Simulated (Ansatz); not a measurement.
For antifluorite Mg2Sn, LDA in Ansatz (plane waves, PAW) gives:

| Quantity | Result |
|---|---|
| lattice constant a | 6.663 Å |
| bulk modulus B0 | 46.8 GPa |
| cohesive energy | 2.74 eV/atom |
| band gap at the measured cell | 0.00 eV |
| formation enthalpy | -0.237 eV/atom |

Question: What does PBE0 (Ansatz, a first-principles code, PAW) give for the same quantities?

Answer: 
- lattice constant a: 6.762 Å (increases by 1.5 %)
- bulk modulus: 46.1 GPa (shrinks by 1.5 %)
- cohesive energy: 2.30 eV/atom (decreases by 0.44 eV/atom)
- band gap at the measured cell: 0.77 eV (grows by 0.77 eV)
- formation enthalpy: -0.293 eV/atom (moves by -0.056 eV/atom)

For comparison: lattice constant a 6.766 Å (measured, temperature not stated, not corrected to a static lattice; as tabulated in Freccero, Grin, Wagner, Dalton Trans. (2023), ESI); band gap 0.36 eV (measured, temperature not stated, no zero-point or thermal correction, indirect, Γ–X; as tabulated in Ryu et al. (2019), arXiv:1905.06140).

Changes are worked out from the printed values.

Unless a cell is named, each level is at its own relaxed cell (LDA 24.65, PBE0 25.76 Å³/atom).

Levels without +SOC leave out spin–orbit coupling, which shifts energies and cells of such heavy elements.

Levels without +SOC have no spin–orbit coupling; where heavier elements are present it shifts gaps, mostly down, and can invert bands. A gap of zero means that the bands touch or overlap. Density-functional gaps are differences of (generalised) Kohn–Sham levels.

Ansatz's density-functional and Hartree–Fock values are scalar-relativistic unless marked +SOC, with PAW data made under PBE.
